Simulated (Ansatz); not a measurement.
**CH5 (doublet): wave-function methods side by side at distance H1–H2 along a hydrogen transfer = 0.693 Å, 6-31G**

How much of the correlation energy of CH5 (doublet) does each wave-function method recover here?

Computed with Ansatz 0.2.0, Gaussian basis. Level: 6-31G, core rule «outside noble gas», up to 1 orbitals frozen.

Plan: UHF; CCSD(T) on ROHF; CCSD(T) on UHF; BCCD(T) on ROHF; CISD; CCSDT(Q) on ROHF; CCSDT(Q) on UHF; CCSDTQ on ROHF; CASSCF and MRCISD+Q, 3 electrons in 3 orbitals; CASSCF and NEVPT2, 3 electrons in 3 orbitals; CASSCF and MRCISD+Q, 9 electrons in 9 orbitals; CASSCF and MRCISD+Q(relaxed), 9 electrons in 9 orbitals; CASSCF and NEVPT2, 9 electrons in 9 orbitals; Full CI.

10 further runs of the same task are left out: 1 for a mislabelled method, 7 that didn't finish, 2 set aside as unsound or not needed.

**1. The system**

The geometry derives from fragments relaxed apart (PBE0/def2-TZVP) and kept rigid, so it is no stationary point. A hydrogen atom is moved between rigid fragments.

6 atoms, charge 0, spin multiplicity 2.

Atoms are counted from 1 here; the program's logs count them from 0.

Bond lengths: H1–H2 0.693 Å, C3–H4 1.080 Å, C3–H5 1.080 Å, C3–H6 1.080 Å. Angles: H4–C3–H5 120.0°, H4–C3–H6 120.0°, H5–C3–H6 120.0°.

**2. UHF**

Contents of in.yaml:

```yaml
crystal:
  periodic: [false, false, false]
  atoms:
    - {symbol: H, position_ang: [-2.137814, 0.000000, 0.000000]}
    - {symbol: H, position_ang: [-1.444814, 0.000000, 0.000000]}
    - {symbol: C, position_ang: [0.240186, 0.000000, 0.000000]}
    - {symbol: H, position_ang: [0.240186, -1.080023, 0.000000]}
    - {symbol: H, position_ang: [0.240186, 0.540011, 0.935327]}
    - {symbol: H, position_ang: [0.240186, 0.540012, -0.935327]}
basis:
  gaussian: {orbitals: 6-31G}
magnetization: {spin_polarized: true, initial_magnetization: 1}
hamiltonian: {xc: hf}
output: {orbitals: {seedname: orbitals}}
```

On the command line:

```
ansatz run in.yaml --threads 1 --pin off --events-out ev --progress --plain --max-ram 2393MiB
```

The runs that follow: CCSD(T) on ROHF; CCSD(T) on UHF; BCCD(T) on ROHF; CISD; CCSDT(Q) on ROHF; CCSDT(Q) on UHF; CCSDTQ on ROHF; CASSCF and MRCISD+Q, 3 electrons in 3 orbitals; CASSCF and NEVPT2, 3 electrons in 3 orbitals; CASSCF and MRCISD+Q, 9 electrons in 9 orbitals; CASSCF and MRCISD+Q(relaxed), 9 electrons in 9 orbitals; CASSCF and NEVPT2, 9 electrons in 9 orbitals; Full CI.

**Question.** What will the summary of the whole plan be? Wanted: FCI below the RHF energy; RMP2 from FCI; UMP2 from FCI; RCCSD from FCI; RCCSD(T) from FCI; UCCSD(T) from FCI; RCCSDT(Q) from FCI; UCCSDT(Q) from FCI; NEVPT2 pair from FCI.

**Answer**, as computed:

```
                         quantity                                                                                                                                    value
         FCI below the RHF energy                                                                                                                               -3.3947 eV
                    RMP2 from FCI                                                                                                                          +17.01 kcal/mol
                    UMP2 from FCI                                                                                                                          +16.43 kcal/mol
                   RCCSD from FCI                                                                                                                           +1.05 kcal/mol
                RCCSD(T) from FCI                                                                                                                           +0.22 kcal/mol
                UCCSD(T) from FCI                                                                                                                           +0.23 kcal/mol
               RCCSDT(Q) from FCI                                                                                                                            0.00 kcal/mol
               UCCSDT(Q) from FCI                                                                                                                            0.00 kcal/mol
             NEVPT2 pair from FCI                                                                                                                          +14.41 kcal/mol
          NEVPT2 valence from FCI                                                                                                                           +6.56 kcal/mol
        MRCISD+Q valence from FCI                                                                                                                           +0.20 kcal/mol
levels within 1 kcal/mol (43 meV)  RCCSD(T), UCCSD(T), BCCD(T), RCCSDT, UCCSDT, RCCSDT(Q), UCCSDT(Q), RCCSDTQ, MRCISD valence, MRCISD+Q valence, MRCISD+Q(relaxed) valence
                    T1 diagnostic                                                                                                                                    0.017
   effectively unpaired electrons                                                                                                                                     1.02
```

RCCSD(T) lands +0.22 kcal/mol from the yardstick (0.3 % of the correlation energy). One determinant dominates. Of the multireference levels listed MRCISD+Q(relaxed) valence comes nearest in total energy (-0.04 kcal/mol), which doesn't show that its space is the better one. These misses are within one basis, not against nature; the frozen cores of restricted and unrestricted runs differ, which can shift their rows.
